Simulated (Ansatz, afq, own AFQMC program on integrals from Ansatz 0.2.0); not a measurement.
AFQMC on a folder of integrals that Ansatz 0.2.0 wrote.

```yaml
crystal:
  periodic: [false, false, false]
  atoms:
    - {symbol: B, position_ang: [0.000000, -0.124007, 0.773899]}
    - {symbol: N, position_ang: [0.000000, -0.022422, -0.597982]}
    - {symbol: H, position_ang: [0.000000, 0.956413, 1.330586]}
    - {symbol: H, position_ang: [0.000000, 0.685254, -1.321528]}
basis:
  gaussian: {orbitals: cc-pVDZ}
magnetization: {spin_polarized: false, initial_magnetization: 2}
correlation: {method: ccsd_t, electrons: outside_noble_gas, hamiltonian_folder: ham}
```

```sh
$ ansatz run in.yaml --threads 1 --pin off --events-out ev --progress --plain --max-ram 1843MiB
```

Options of the walk:

```
--method phaseless --trial cisd --walkers 60 --populations 1 --least-time 40 --time-step 0.005 --steps-per-block 50 --equilibration-blocks 28 --max-blocks 300 --target-error 0.00038 --factor-cut 1e-05 --start spin_pure --seed 2922 --release-times 0.24,0.51,0.99,1.62,2.4 --release-step 0.03 --release-every 4 --taylor-order 6
```

Times are imaginary, in 1/Eh. The walk had a cap of 1086 s.

Log:

```
orbitals 36  electrons 6 4  factors 279 of 355
reference energy -80.18999918 Eh
CCSD correlation -0.23023697 Eh in 15 cycles, weight of the determinant in the CISD state 0.8934
energy of the start -80.420236 Eh
 block  time / (1/Eh)  mean weight  energy / Eh
     1     0.250  0.9986  -80.417985
     2     0.500  1.0000  -80.420442
     3     0.750  1.0019  -80.422984
     4     1.000  1.0010  -80.425204
     5     1.250  1.0001  -80.424948
     7     1.750  0.9979  -80.429242
     9     2.250  1.0012  -80.426202
    17     4.250  0.9986  -80.432377
    33     8.250  0.9996  -80.422887
    49    12.250  1.0028  -80.429596
    65    16.250  1.0022  -80.435486
    81    20.250  1.0015  -80.431415
    97    24.250  0.9970  -80.431999
   113    28.250  0.9998  -80.426631
   121    30.250  1.0004  -80.453350
   129    32.250  0.9983  -80.433122
   145    36.250  0.9979  -80.423165
   161    40.250  0.9989  -80.432912
   177    44.250  1.0014  -80.423771
   193    48.250  1.0015  -80.427922
   209    52.250  1.0008  -80.426380
   225    56.250  0.9973  -80.427707
   241    60.250  1.0012  -80.424678
   257    64.250  1.0004  -80.439072
   273    68.250  1.0022  -80.424645
   289    72.250  0.9999  -80.440604
   305    76.250  0.9981  -80.429302
   313    78.250  0.9989  -80.421668
   321    80.250  0.9994  -80.425126
blocks merged  error / Eh  count
     1  0.000300  300
     2  0.000355  150
     4  0.000420  75
     8  0.000453  37
    16  0.000435  18
    32  0.000400  9
released: time / (1/Eh)  energy / Eh  error  mean overlap
  0.24  -80.428546  0.000467  0.9974
  0.51  -80.428805  0.000450  0.9866
  0.99  -80.429286  0.000493  0.9687
  1.62  -80.429019  0.000494  0.9585
  2.40  -80.429412  0.000745  0.9499
energy -80.428489 +/- 0.000453 Eh
(rows thinned)
```

The run passed its tests (sampling time, drift between the halves within three errors, error under three times the target), which doesn't prove that it has relaxed.

Against this walk (error 12.3 meV) on the same determinant: CCSD(T) 44.6 meV higher, CCSDT(Q) 3.8 meV lower (within the noise). The error is statistical and leaves out the bias of the constraint. Released to 2.40 1/Eh the energy moves by -25 ± 24 meV (both errors), within twice the noise.

Cautions: constraint bias not in the error; error above the target (12.3 against 10.3 meV); lower spins were not checked.

The walk took 5.2 min on 1 thread of Arm Neoverse V2, on a shared host. The log's last line is the phaseless energy.

CCSDT and higher add their correlation energy to the determinant of the CCSD(T) run, since their own runs factorise the integrals more tightly (a shift of under 2 meV). A walk keeps the symmetry of its determinant, which the program's search chose and which needn't be the lowest solution, so a lower state of the same spin and another symmetry isn't excluded.
